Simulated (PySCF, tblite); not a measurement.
# C3H6NO radical: geometry, infrared bands and EPR parameters

Wanted: the infrared bands and EPR parameters of C3H6NO radical (`[H]/N=C(\C)O[CH2]`), by calculation.

The runs use tblite 0.8.0 and PySCF 2.14.0, with density-fitted response routines of our own; the level of theory stands in each step. All values are computed, except where a source is named. Atoms count from 0, in the outputs and in this text.

## 1. The starting structure

11 atoms, charge 0, multiplicity 2; geometry from: force field or distance geometry start.

Bonds of the start (Å): C0–O1 1.43, O1–C2 1.37, C2–C3 1.51, C2–N4 1.29, C0–H5 1.10, C0–H6 1.10, C3–H7 1.10, C3–H8 1.10, C3–H9 1.12, N4–H10 1.06.

## 2. Relaxing the molecule with GFN2-xTB

The job: settings as JSON, then the geometry in Å.

```
{"job": {"kind": "relax", "xc": "GFN2-xTB", "basis": "xTB"}, "charge": 0, "multiplicity": 2}
C      2.162000    -0.379200     0.076200
O      0.801900    -0.808700     0.021200
C     -0.155400     0.175400     0.089200
C     -1.588300    -0.285100     0.027900
N      0.110600     1.435800     0.181600
H      2.765100    -1.295900     0.161600
H      2.475700     0.201900    -0.798400
H     -1.751600    -0.802000    -0.925800
H     -2.233800     0.605800     0.045700
H     -1.859900    -0.940500     0.888100
H     -0.721000     2.095100     0.206800
```

On the command line:

```
$ OMP_NUM_THREADS=1 python probes_run.py task.json out
```

This one command runs all jobs of the session in turn.

**Question.** This job is followed by: GFN2-xTB harmonic vibrations, gas phase; UKS B3LYP, pcH-1 on C H N O, non-relativistic, mean-field spin-orbit, GIAO. Predict these results of the whole session: strongest single infrared mode (GFN2-xTB); zero-point energy (GFN2-xTB); g(iso) (B3LYP); ⟨S²⟩; largest a(iso) (averaged by class); surface potential, 1st and 99th percentile.

As calculated:

```
                                 quantity                  value
strongest single infrared mode (GFN2-xTB)  1671 cm⁻¹, 288 km/mol
             zero-point energy (GFN2-xTB)          53.0 kcal/mol
                           g(iso) (B3LYP)                2.00292
                                     ⟨S²⟩     0.754 (exact 0.75)
       largest a(iso) (averaged by class)    13C on C0, 84.8 MHz
    surface potential, 1st and 99th percentile     -1.66 V and 1.46 V
```

**Reading.** The optimisation took 52 steps and gained 0.683 eV; among the close pairs (by a distance rule), C0–O1 changed most, from 1.427 to 1.338 Å. The lowest mode is slightly imaginary (12i cm⁻¹), a soft motion within the noise of the Hessian, so the minimum is not strictly shown. The strongest single mode, at 1671 cm⁻¹, moves mainly C2. Unscaled tight-binding wavenumbers are off by several per cent, some by more. Its intensities can rank the bands wrongly. Most of the unpaired spin sits on C0 (0.97 e). The isotropic g lies 0.6 ppt above the free-electron value.
